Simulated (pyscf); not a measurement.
Structures and frequencies: ωB97X-D3(BJ)/def2-SVP in PySCF.

Task: PBE/def2-TZVP puts the barrier of O=Mo(OH)(OH)(OH)–Cl (SMILES [O]=[Mo]([OH])([OH])([OH])[Cl]) → O=Mo(=O)(OH)–OH (SMILES [O]=[Mo](=[O])([OH])[OH]) + HCl (SMILES Cl) (elimination; singlet surface; H–O, Cl–Mo broken, Cl–H formed) at 0.54 eV and the reaction energy at +0.31 eV, from the reactant's lowest minimum found. What do B3LYP-D3(BJ)/def2-TZVP, M06-2X/def2-TZVP, ωB97M-D3(BJ)/def2-TZVP give on the same structures?

Result: B3LYP-D3(BJ): ΔE‡ = 0.69 eV, ΔE = +0.37 eV; M06-2X: ΔE‡ = 0.72 eV, ΔE = +0.37 eV; ωB97M-D3(BJ): ΔE‡ = 0.74 eV, ΔE = +0.29 eV. PBE's barrier lies under all of them, by 0.16 to 0.20 eV. Its reaction energy lies among theirs. Low barriers are usual for a GGA, whose delocalisation error favours stretched bonds. On the product side the descent ends in a complex, 0.30 eV under the separated species and 0.62 eV under the saddle at ωB97X-D3(BJ)/def2-TZVP. One saddle was located; it need not be the lowest between these sides. Elements past Kr carry the def2 core potentials, without spin-orbit coupling.
